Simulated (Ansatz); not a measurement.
# SiNH2 (sextet): wave-function methods side by side, def2-QZVPP

The task here is to estimate one member of a computed series from the others.

Computed with Ansatz 0.2.0, Gaussian basis. Level: def2-QZVPP, core rule «outside noble gas», up to 6 orbitals frozen.

To be run: UHF; ROHF; CCSD(T) on UHF.

## The geometry

The geometry is a PBE0/def2-TZVP stationary point (not a proven minimum) of the parent state, kept for this charge and spin.

4 atoms, charge 0, spin multiplicity 6.

Atoms are counted from 1 here; the program's logs count them from 0.

Bond lengths: Si1–N2 1.803 Å, Si1–H3 1.495 Å, N2–H4 1.024 Å. Angles: N2–Si1–H3 111.4°, Si1–N2–H4 113.2°.

The first run:

in.yaml

```yaml
crystal:
  periodic: [false, false, false]
  atoms:
    - {symbol: Si, position_ang: [0.009460, -0.103752, 0.602203]}
    - {symbol: N, position_ang: [-0.087242, 0.144329, -1.180713]}
    - {symbol: H, position_ang: [0.265634, 1.182906, 1.319057]}
    - {symbol: H, position_ang: [0.683123, -0.297565, -1.691380]}
basis:
  gaussian: {orbitals: "def2-QZVPP.json"}
magnetization: {spin_polarized: true, initial_magnetization: 5}
hamiltonian: {xc: hf}
output: {orbitals: {seedname: orbitals}}
```

Run with:

```sh
$ ansatz run in.yaml --threads 1 --pin off --events-out ev --progress --plain --max-ram 4096MiB --backend cpu
```

Among the steps run: UHF; ROHF; CCSD(T) on UHF.

One table of the session follows, with a row left open; its other results are not shown here.

```
  method  from UCCSD(T) (kJ/mol)
    ROHF                  +734.5
     UHF                       ?
    UMP2                  +111.9
   UCCSD                   +27.2
UCCSD(T)                       0
```

Estimate the missing values for UHF.

As computed: from UCCSD(T) (kJ/mol): +714.1. In the column «from UCCSD(T) (kJ/mol)» it lies between UMP2 (+111.9) and ROHF (+734.5).
